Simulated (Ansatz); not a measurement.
We consider 1T (CdI2-type) ZrSe2, described by PBEsol in Ansatz (plane waves, PAW).

Settings: plane-wave cutoff 500 eV, 12×12×6 k mesh (along the axes of the cell as run), Fermi–Dirac smearing 0.05 eV, scalar-relativistic PAW data made under PBE.

Computed at the level's own relaxed cell.

Give the computed volume per atom, lattice constant a and lattice parameter c.


- volume per atom: 24.60 Å³/atom
- lattice constant a: 3.728 Å
- lattice parameter c: 6.133 Å

Measured, for comparison: lattice constant a 3.77 Å (temperature not stated, not corrected to a static lattice; as tabulated in Björkman (2014), arXiv:1406.2436); lattice parameter c 6.122 Å (temperature not stated, zero-point anharmonic expansion removed (computed with revB86b-DF2); no thermal correction; as tabulated in Björkman (2014), arXiv:1406.2436). Computed (rounded) less measured: lattice constant a -1.1 %, lattice parameter c +0.2 %. A static lattice is as a rule a little smaller and stiffer than an uncorrected measurement, which narrows the difference in the lattice constant a and would widen misses of the other sign.

Note: the cell comes from a level without a dispersion term, which matters for the spacing of layers, chains or molecules; the cell has widely spaced layers and the level no dispersion term, so their spacing and the moduli can rest on weak binding.

The computed numbers hold no vibrational or temperature effects.

The result took around 70 core-seconds (rough).

Ansatz is a quantum-chemistry and plane-wave program.
